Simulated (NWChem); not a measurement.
System: ammonia (NH₃); SMILES N

Input file for NWChem:

```
start job
memory heap 200 mb stack 900 mb global 1100 mb
geometry units angstroms noautosym nocenter noautoz
  N      0.000000     0.000000     0.138852
  H      0.661761     0.661761    -0.266384
  H      0.242221    -0.903982    -0.266384
  H     -0.903982     0.242221    -0.266384
end
basis spherical
  * library def2-svp
end
dft
  xc pbe0
  iterations 150
end
cosmo
  do_cosmo_smd true
  solvent water
end
task dft energy
```

Excerpt of the output:

```
             Northwest Computational Chemistry Package (NWChem) 7.3.0
             --------------------------------------------------------

                             Geometry "geometry" -> ""
                             -------------------------

 Output coordinates in angstroms (scale by  1.889725989 to convert to a.u.)

  No.       Tag          Charge          X              Y              Z
 ---- ---------------- ---------- -------------- -------------- --------------
    1 N                    7.0000     0.00000000     0.00000000     0.13885200
    2 H                    1.0000     0.66176100     0.66176100    -0.26638400
    3 H                    1.0000     0.24222100    -0.90398200    -0.26638400
    4 H                    1.0000    -0.90398200     0.24222100    -0.26638400

 Effective nuclear repulsion energy (a.u.)      11.8759166753

                                 NWChem DFT Module
                                 -----------------

 Summary of "ao basis" -> "ao basis" (spherical)
 ------------------------------------------------------------------------------
       Tag                 Description            Shells   Functions and Types
 ---------------- ------------------------------  ------  ---------------------
 N                          def2-svp                 6       14   3s2p1d
 H                          def2-svp                 3        5   2s1p

 in cosmo_initialize ...
 calling solv_data for solv:h2o

 solvent parameters
 solvname_short: h2o
 solvname_long:  water
 dielec:       78.4000
 dielecinf:     1.7769
 aqueous SMD model solvent descriptors
 dielec:       78.4000
 sola:          0.8200

          ---------------
          -cosmo- solvent
          ---------------
 Cosmo: York-Karplus, doi: 10.1021/jp992097l
 dielectric constant -eps-     =  78.40
 screen = (eps-1)/(eps    )    =   0.98724
 surface charge correction     = lagrangian

   van der Waals surface
 --------------------------

 ---------- ATOMIC COORDINATES (A.U.) ------------ VDWR(ANG.) --
     1    0.00000000    0.00000000    0.26239223     1.890
     2    1.25054696    1.25054696   -0.50339277     1.200
     3    0.45773132   -1.70827828   -0.50339277     1.200
     4   -1.70827828    0.45773132   -0.50339277     1.200
 number of segments per atom =        128
 number of   points per atom =        128
 atom (   nspa,  nppa )
 ----------------------
    1 (    102,     0 )       0
    2 (     46,     0 )       0
    3 (     47,     0 )       0
    4 (     47,     0 )       0
 number of -cosmo- surface points =      242
 molecular surface =     47.746 angstrom**2
 molecular volume  =     30.140 angstrom**3
 -lineq- algorithm             =   0
 -bem- low  level              =   3
 -bem- from -octahedral-
 gaussian surface charge width =   4.50000
 degree of switching           =   1.00000
 switching function tolerance  =   0.00010
 atomic radii =
 --------------
    1  7.000  1.890
    2  1.000  1.200
    3  1.000  1.200
    4  1.000  1.200
 ...... end of -cosmo- initialization ......

 nat:                     4
 ixmem:                  1008
 calling mnsol_interface()
 G(SMD-CDS) energy (kcal/mol)  =     2.180
 SMD-CDS SASA (angstrom**2)    =    62.425

            General Information
            -------------------
          SCF calculation type: DFT
          Wavefunction type:  closed shell.
          No. of atoms     :     4
          No. of electrons :    10
           Alpha electrons :     5
            Beta electrons :     5
          Charge           :     0
          Spin multiplicity:     1
          Use of symmetry is: off; symmetry adaption is: off
          Maximum number of iterations: 150
          AO basis - number of functions:    29
                     number of shells:    15
          Convergence on energy requested:  1.00D-06
          Convergence on density requested:  1.00D-05
          Convergence on gradient requested:  5.00D-04

              XC Information
              --------------
                         PBE0 Method XC Functional
                     Hartree-Fock (Exact) Exchange  0.250
          PerdewBurkeErnzerhof Exchange Functional  0.750
            Perdew 1991 LDA Correlation Functional  1.000 local
           PerdewBurkeErnz. Correlation Functional  1.000 non-local

[...]

                                COSMO-SMD solvation results
                                ---------------------------

             internal energy in gas <Psi(g)|H|Psi(g)> =       -56.440751524742
         internal energy in solvent <Psi(s)|H|Psi(s)> =       -56.439757101262
                               delta internal energy  =         0.000994423480 (    0.62 kcal/mol)
   total free energy in solvent <Psi(s)|H+V/2|Psi(s)> =       -56.449220227512
 polarization energy contribution <Psi(s)|V/2|Psi(s)> =        -0.009463126250 (   -5.94 kcal/mol)
    total free energy in solvent including G(SMD-CDS) =       -56.445746523921
                       G(SMD-CDS) energy contribution =         0.003473703590 (    2.18 kcal/mol)
     1 M fixed-concentration free energy of solvation =        -0.004994999180 (   -3.13 kcal/mol)

                       DFT Final Molecular Orbital Analysis
                       ------------------------------------

 Vector    3  Occ=2.000000D+00  E=-4.537826D-01
              MO Center= -1.3D-01, -1.3D-01, -4.1D-02, r^2= 9.6D-01
   Bfn.  Coefficient  Atom+Function         Bfn.  Coefficient  Atom+Function
  ----- ------------  ---------------      ----- ------------  ---------------
     4      0.329309  1 N  px                 5     -0.329308  1 N  py
    20     -0.319043  3 H  s                 25      0.319044  4 H  s
     7     -0.150424  1 N  px                 8      0.150424  1 N  py
    21     -0.115115  3 H  s                 26      0.115115  4 H  s

 Vector    4  Occ=2.000000D+00  E=-4.537508D-01
              MO Center=  1.3D-01,  1.3D-01, -4.1D-02, r^2= 9.6D-01
   Bfn.  Coefficient  Atom+Function         Bfn.  Coefficient  Atom+Function
  ----- ------------  ---------------      ----- ------------  ---------------
    15      0.368381  2 H  s                  4     -0.329331  1 N  px
     5     -0.329331  1 N  py                20     -0.184199  3 H  s
    25     -0.184198  4 H  s                  7      0.150447  1 N  px
     8      0.150448  1 N  py                16      0.132840  2 H  s
    21     -0.066441  3 H  s                 26     -0.066441  4 H  s

 Vector    5  Occ=2.000000D+00  E=-2.703230D-01
              MO Center= -5.4D-06, -5.4D-06,  3.1D-01, r^2= 8.1D-01
   Bfn.  Coefficient  Atom+Function         Bfn.  Coefficient  Atom+Function
  ----- ------------  ---------------      ----- ------------  ---------------
     6      0.539462  1 N  pz                 9     -0.453962  1 N  pz
     3     -0.311976  1 N  s                  2     -0.181971  1 N  s
    15      0.093744  2 H  s                 20      0.093765  3 H  s
    25      0.093765  4 H  s                  1     -0.090733  1 N  s
    16      0.043477  2 H  s                 21      0.043497  3 H  s

 Vector    6  Occ=0.000000D+00  E= 8.295573D-02
              MO Center= -3.4D-04, -3.4D-04, -4.5D-01, r^2= 3.6D+00
   Bfn.  Coefficient  Atom+Function         Bfn.  Coefficient  Atom+Function
  ----- ------------  ---------------      ----- ------------  ---------------
     3      1.496184  1 N  s                 16     -0.785544  2 H  s
    21     -0.786152  3 H  s                 26     -0.786152  4 H  s
     9     -0.357502  1 N  pz                 2      0.209890  1 N  s
     6      0.158895  1 N  pz                 1      0.127032  1 N  s
    15     -0.075586  2 H  s                 20     -0.075644  3 H  s

 Vector    7  Occ=0.000000D+00  E= 1.694207D-01
              MO Center= -4.0D-01, -4.0D-01, -3.6D-01, r^2= 3.4D+00
   Bfn.  Coefficient  Atom+Function         Bfn.  Coefficient  Atom+Function
  ----- ------------  ---------------      ----- ------------  ---------------
    21      1.397289  3 H  s                 26     -1.397289  4 H  s
     7     -0.563110  1 N  px                 8      0.563110  1 N  py
     4      0.260642  1 N  px                 5     -0.260642  1 N  py
    20      0.096263  3 H  s                 25     -0.096263  4 H  s

 Vector    8  Occ=0.000000D+00  E= 1.694766D-01
              MO Center=  4.0D-01,  4.0D-01, -3.6D-01, r^2= 3.4D+00
   Bfn.  Coefficient  Atom+Function         Bfn.  Coefficient  Atom+Function
  ----- ------------  ---------------      ----- ------------  ---------------
    16      1.613598  2 H  s                 21     -0.806490  3 H  s
    26     -0.806490  4 H  s                  7     -0.563134  1 N  px
     8     -0.563134  1 N  py                 4      0.260628  1 N  px
     5      0.260628  1 N  py                15      0.111286  2 H  s
    20     -0.055609  3 H  s                 25     -0.055609  4 H  s

     Multipole analysis of the density
     ---------------------------------

     L   x y z        total         alpha         beta         nuclear
     -   - - -        -----         -----         ----         -------
     0   0 0 0     -0.000000     -5.000000     -5.000000     10.000000

     1   1 0 0      0.000114      0.000057      0.000057      0.000000
     1   0 1 0      0.000114      0.000057      0.000057      0.000000
     1   0 0 1     -0.814498     -0.570532     -0.570532      0.326567

     2   2 0 0     -4.495232     -4.593416     -4.593416      4.691600
     2   1 1 0      0.000325      0.000161      0.000161      0.000003
     2   1 0 1     -0.000048     -0.000024     -0.000024     -0.000000
     2   0 2 0     -4.495232     -4.593416     -4.593416      4.691600
     2   0 1 1     -0.000048     -0.000024     -0.000024     -0.000000
     2   0 0 2     -6.447796     -3.844978     -3.844978      1.242161
```

Level: PBE0/def2-SVP, SMD on the gas-phase geometry. Structure relaxed at the PBE0/def2-SVP level. Solvent: water.
